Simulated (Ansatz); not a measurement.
**Cost against result**

Saddle point of BH$_{4}$SF, closed shell (BH₂F ([BH2][F]) + H₂S → BH₃S ([BH2][SH]) + HF; bonds formed: F2–H5; dative contacts that become bonds: B1–S6; bonds broken: B1–F2, H5–S6), PBE0-D4/def2-TZVP structure:

```
7
angstrom
B -0.6227 -0.3018 0.1822
F 0.1196 -0.9561 -1.0676
H -0.8613 -1.1730 0.9613
H -1.4797 0.4235 -0.2172
H 0.9839 -0.3627 -0.5826
S 1.0114 0.6290 0.7303
H 0.8488 1.7411 -0.0065
```

Barriers are electronic and count from the start structure reached by relaxing down the imaginary mode.

Computed with Ansatz 0.2.0 (basis: as named in each row); correlated methods freeze the cores. B3LYP uses VWN-RPA correlation. Extrapolation: Hartree–Fock as exp(−7.88 √X), correlation as X^−2.97.

Times are rough, for one single point on 2 threads of a shared host (Arm Neoverse V1).

The estimate by CCSD(T) at an estimated basis limit (MP2 extrapolated from triple and quadruple zeta, plus CCSD(T) − MP2 in triple zeta) is 24.85 kcal/mol.

```csv
method,basis,time (s),barrier (kcal/mol),method less estimate
SPW92,def2-TZVPP,under 1,15.46,-9.40
PBE-D4,def2-TZVPP,1,19.59,-5.26
BLYP-D4,def2-TZVPP,2,23.28,-1.57
PBE0-D4,def2-TZVPP,2,22.53,-2.32
B3LYP-D4,def2-TZVPP,2,25.27,0.42
BHLYP-D4,def2-TZVPP,2,29.00,4.15
CAM-B3LYP-D4,def2-TZVPP,2,25.20,0.35
r2SCAN-D4,def2-TZVPP,3,22.11,-2.74
RPA on PBE,def2-TZVPP,3,24.39,-0.47
B2PLYP,def2-TZVPP,3,25.05,0.20
PBE-QIDH,def2-TZVPP,3,24.07,-0.78
r2SCAN0-D4,def2-TZVPP,3,24.15,-0.70
wB97X-V,def2-TZVPP,6,24.49,-0.36
B97M-V,def2-TZVPP,6,25.12,0.27
wB97M-V,def2-TZVPP,6,23.99,-0.86
MP2,def2-QZVPP,10,23.17,-1.68
CCSD(T),def2-TZVPP,22,25.06,0.21
```

All methods are single points on the PBE0-D4 structures.

T1 diagnostic: at most 0.013.

Labels in which every atom is bracketed show which atoms are joined, not bond orders.
